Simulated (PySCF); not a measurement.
# AlNH₇−, a complex of two parts: interaction energy

The task here is to estimate one member of a computed series from the others.

Programs: PySCF 2.14.0. All values are calculated, for the isolated system unless a continuum is named. Atoms count from 0, parts from 1.

## The system as given

9 atoms, charge -1, multiplicity 1; geometry: GFN2-xTB. Parts: 1 = atoms 0–4, `[AlH4-]`, charge -1; 2 = atoms 5–8, `N`, charge 0.

The first run:

Job settings and geometry (Å):

```
{"job": {"xc": "PBE0", "basis": "def2-SVPD", "d3": "d3bj", "grid": 2, "kind": "geom", "shake": 0.01}, "charge": -1, "multiplicity": 1, "parts": [{"atoms": "0-4", "charge": -1, "multiplicity": 1}, {"atoms": "5-8", "charge": 0, "multiplicity": 1}]}
Al    -0.111033    -0.015805    -0.125575
H     -0.910513     1.201373     0.668246
H     -0.850204    -1.423984     0.229615
H     -0.192882     0.272241    -1.743299
H      1.417727    -0.027289     0.298527
N     -3.240901     0.086161    -1.100506
H     -2.890332    -0.774966    -0.659258
H     -2.567380     0.242335    -1.866537
H     -3.006114     0.812749    -0.404975
```

Command:

```bash
OMP_NUM_THREADS=1 python cluster_run.py task.json out
```

The driver reads the jobs from task.json and runs them one after another.

Among the steps run: Relaxing the molecule at PBE0-D3(BJ)/def2-SVPD; Coupled-cluster interaction energy: CCSD(T) and MP2.

One of the session's tables, all rows but one given; the rest of the session is left out.

It belongs to the step «Coupled-cluster interaction energy: CCSD(T) and MP2». 

| method | interaction energy (kcal/mol) |
| --- | --- |
| HF/aug-cc-pVDZ | -4.26 |
| MP2/aug-cc-pVDZ | -6.13 |
| CCSD/aug-cc-pVDZ | -5.87 |
| CCSD(T)/aug-cc-pVDZ | -6.17 |
| HF/aug-cc-pVTZ | -4.36 |
| MP2/aug-cc-pVTZ | -6.69 |
| SCS-MP2/aug-cc-pVTZ | ? |
| MP2, extrapolated | -6.89 |
| CCSD(T), limit estimate | -6.94 |

Estimate the missing values for SCS-MP2/aug-cc-pVTZ.

As computed: interaction energy (kcal/mol): -6.10. In the column «interaction energy (kcal/mol)» it lies between MP2/aug-cc-pVDZ (-6.13) and CCSD/aug-cc-pVDZ (-5.87).

Caveats from the session: The interaction energy leaves out the deformation of the parts, 0.51 kcal/mol (MP2); added to the CCSD(T) estimate it gives a binding of about -6.43 kcal/mol.
